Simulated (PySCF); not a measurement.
**³³S chemical shifts**

Non-relativistic, isolated molecule, one averaged value for each set of equivalent atoms, single conformer. Shieldings: GIAO PBE0/pcSseg-1; geometry: GFN2-xTB; PySCF 2.14.0 with density-fitted response routines.

Shieldings were converted by a linear fit to measured shifts: ³³S: δ = 158.28 − 0.937σ (rms 33.3 ppm, 20 shifts vs sulfate, solution or neat liquid). Occasional misses reach two or three times the rms, and more in compound classes unlike the fitted ones.

**Question.** Give the ³³S shifts of `CN(CCC#N)[SiH2]S`, `S`, `C[C@@H]([C@H](F)S(=O)(=O)Cl)C(F)(F)F`.

**Answer.** 
```csv
compound,environment,δ (ppm)
CN(CCC#N)[SiH2]S,"sulfur bonded to Si, H",-564
S,sulfur bonded to 2 H,-528
C[C@@H]([C@H](F)S(=O)(=O)Cl)C(F)(F)F,sulfonyl sulfur,11
```

**Question.** Order these by ³³S shift, lowest first.
A. N#Cc1ncsn1
B. S
C. C=C[C@@H]([SiH3])CS(=O)(=O)Cl
D. CSC(F)(F)F
E. CN(C)C(=S)CO

**Answer.** B (-528 ppm, sulfur bonded to 2 H), D (-242 ppm, sulfide sulfur), E (-125 ppm, thione sulfur), C (7 ppm, sulfonyl sulfur), A (107 ppm, aromatic ring sulfur).
